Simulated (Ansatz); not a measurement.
Geometry optimisation, RHF/def2-TZVP (Ansatz).

Input:

```yaml
crystal:
  periodic: [false, false, false]
  atoms:
    - { symbol: Si, position_ang: [-0.4476, 0.4308, -0.2066] }
    - { symbol: Cl, position_ang: [1.3, 0.4345, 0.7614] }
    - { symbol: H, position_ang: [-0.8634, -0.9301, -0.5681] }
basis:
  gaussian: { orbitals: def2-TZVP }
hamiltonian:
  xc: hf
relax:
  f_tol: 0.02
  max_steps: 40
scf:
  lower_state_search: "off"
```

Launched with:

```bash
$ ansatz run input.yaml --threads 1 --pin off --max-ram 2048MiB --backend cpu --events-out ev --progress --plain --runs-dir out
```

**Question.** Where does it end, and by what steps?

**Answer.** The forces met the threshold. After 4 steps the energy has fallen by 0.282 eV; Si1 moved furthest, 0.15 Å.

| step | energy less start (eV) | largest force component (eV/Å) | accepted |
| --- | --- | --- | --- |
| 0 | 0.0000 | 1.898 | yes |
| 1 | -0.2483 | 0.877 | yes |
| 2 | -0.2798 | 0.115 | yes |
| 3 | -0.2816 | 0.061 | yes |
| 4 | -0.2818 | 0.011 | yes |

```xyz
3
Properties=species:S:1:pos:R:3
Si -0.544 0.536 -0.250
Cl 1.277 0.337 0.739
H -0.744 -0.938 -0.503
```

Run time: 4 s on 1 thread of Arm Neoverse V1, on a shared host, peak memory 0.12 GiB.
